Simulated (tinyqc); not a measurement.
Born-Oppenheimer dynamics on the RHF/sto-6g surface (energies and gradients from PySCF), for H2O, spin multiplicity 1, step by step. Computed by tinyqc, a small Python program that keeps every step (integrals from PySCF). Settings: charge = 0, multiplicity = 1, basis = sto-6g, time step (fs) = 1.0, steps = 24. Command: `OMP_NUM_THREADS=1 python tinyqc.py 25118 25119 out.jsonl` (the two numbers bound the seeds that draw the settings). One thread of a shared host (Intel(R) Xeon(R) Processor @ 2.60GHz), about 4 s of CPU time with the checks.

## Velocity Verlet step 1

positions (bohr):
```
           x         y        z
1O  -0.00756  -0.04913  0.04535
2H  -0.02268   1.55524  1.02612
3H  -0.00756  -1.51934  1.11116
```

velocities (bohr per atomic time unit):
```
              x            y            z
1O   0.00000151  -0.00001326   0.00000789
2H  -0.00002549   0.00011774  -0.00013811
3H   0.00000151   0.00009274   0.00001289
```

gradient (hartree/bohr):
```
             x           y           z
1O  -0.0002172  -0.0350749   0.0562290
2H  -0.0000557   0.0324495  -0.0156263
3H   0.0002729   0.0026253  -0.0406026
```

masses (electron masses): 1O 29156.94639, 2H 1837.15259, 3H 1837.15259

gradient after step 1 (hartree/bohr):
```
             x           y           z
1O  -0.0002564  -0.0244047   0.0516737
2H  -0.0000199   0.0269878  -0.0170233
3H   0.0002763  -0.0025831  -0.0346504
```

dt = 1 fs = 41.3414 atomic units; x' = x + v dt - g dt^2 / (2m); after the new gradient g', v' = v - (g + g') dt / (2m).

positions after step 1 (bohr):
```
           x         y        z
1O  -0.00749  -0.04865  0.04403
2H  -0.02370   1.54502  1.02768
3H  -0.00762  -1.51673  1.13058
```

velocities after step 1 (bohr per atomic time unit):
```
              x            y            z
1O   0.00000185   0.00002891  -0.00006861
2H  -0.00002464  -0.00055102   0.00022925
3H  -0.00000467   0.00009226   0.00085960
```

## Velocity Verlet step 2

gradient after step 2 (hartree/bohr):
```
             x           y           z
1O  -0.0003253   0.0043415   0.0371905
2H   0.0000950   0.0114353  -0.0201932
3H   0.0002303  -0.0157768  -0.0169973
```

As before.

positions after step 2 (bohr):
```
           x         y        z
1O  -0.00741  -0.04674  0.03968
2H  -0.02471   1.50968  1.04508
3H  -0.00794  -1.51171  1.18223
```

velocities after step 2 (bohr per atomic time unit):
```
              x            y            z
1O   0.00000226   0.00004313  -0.00013161
2H  -0.00002548  -0.00098334   0.00064799
3H  -0.00001037   0.00029884   0.00144071
```

## Energy conservation

The total energy should stay constant up to terms of order dt^2; the step counts as short enough if it moves by less than 2 % of the largest kinetic energy.

Trajectory:
```
time (fs)  1O-2H (angstrom)  potential (hartree)  kinetic (hartree)  total (hartree)
0.00000             0.99510          -75.6739276          0.0000424      -75.6738852
1.00000             0.99108          -75.6750733          0.0010952      -75.6739781
2.00000             0.98056          -75.6776687          0.0035430      -75.6741257
3.00000             0.97221          -75.6795732          0.0054350      -75.6741383
4.00000             0.97392          -75.6804231          0.0062694      -75.6741537
5.00000             0.98615          -75.6799879          0.0057878      -75.6742000
6.00000             1.00158          -75.6777434          0.0036210      -75.6741224
7.00000             1.01102          -75.6748978          0.0009517      -75.6739461
8.00000             1.00925          -75.6740314          0.0001442      -75.6738872
9.00000             0.99736          -75.6759841          0.0019538      -75.6740303
10.00000            0.98227          -75.6787212          0.0045601      -75.6741611
11.00000            0.97339          -75.6802788          0.0061154      -75.6741635
12.00000            0.97637          -75.6804136          0.0062453      -75.6741682
13.00000            0.98813          -75.6790464          0.0048863      -75.6741601
14.00000            0.99911          -75.6764134          0.0023723      -75.6740411
15.00000            1.00037          -75.6743129          0.0004007      -75.6739122
16.00000            0.98952          -75.6745844          0.0006212      -75.6739632
17.00000            0.97278          -75.6765415          0.0024595      -75.6740820
18.00000            0.96238          -75.6785331          0.0044463      -75.6740868
19.00000            0.96784          -75.6802425          0.0060840      -75.6741584
20.00000            0.98718          -75.6806513          0.0064097      -75.6742416
21.00000            1.00860          -75.6786937          0.0045489      -75.6741448
22.00000            1.01981          -75.6757578          0.0017790      -75.6739789
23.00000            1.01496          -75.6743103          0.0003913      -75.6739190
24.00000            0.99684          -75.6752602          0.0012532      -75.6740070
```

The total energy moves within 3.6e-04 hartree; that is over 2 % of the largest kinetic energy, so the time step is too long.
